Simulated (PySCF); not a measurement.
Gas-phase reaction: BH2F + BF3 ⇌ 2 BHF2

Energies from PySCF, thermal terms from the rigid-rotor harmonic-oscillator model, ideal gas at 1 bar. † marks an energy on the PBE0/def2-TZVP geometry and frequencies; other levels use their own. MP2 and CCSD(T) freeze the core. All species are closed-shell singlets. BH2F: computed as isolated molecules; such fragments, hydroxides, amides, oligomers or adducts are transient or little studied in the gas. MP2 isn't extrapolated to the basis-set limit; its ΔH°(298 K) is -24.5 kJ in def2-SVP and -27.0 kJ in def2-TZVPP. CCSD(T) isn't extrapolated to the basis-set limit; its ΔH°(298 K) is -23.9 kJ in def2-SVP and -25.8 kJ in def2-TZVPP. The harmonic model lacks anharmonicity and excited electronic states, which grow with temperature; levels with a mode under 35 cm⁻¹ are left out.

| level | ΔE electronic, kJ | ΔH°(298 K), kJ | ΔS°(298 K), J/K | ΔG°(1400 K), kJ |
|---|---|---|---|---|
| CCSD(T)/def2-SVP† | -26 | -24 | 12 | -39 |
| CCSD(T)/def2-TZVPP† | -27 | -26 | 12 | -41 |
| M06-2X/def2-TZVP† | -26 | -24 | 12 | -39 |
| MP2/def2-TZVPP† | -29 | -27 | 12 | -42 |
| PBE/def2-SVP | -32 | -30 | 12 | -44 |
| PBE0/def2-TZVP | -29 | -27 | 12 | -42 |
| r2SCAN/def2-TZVP† | -29 | -27 | 12 | -42 |
| LDA/def2-TZVP† | -34 | -32 | 12 | -47 |
| ωB97M-V/def2-TZVP† | -29 | -27 | 12 | -42 |
ΔH° is lowest at LDA/def2-TZVP† and highest at M06-2X/def2-TZVP†. No reference value is set beside these.
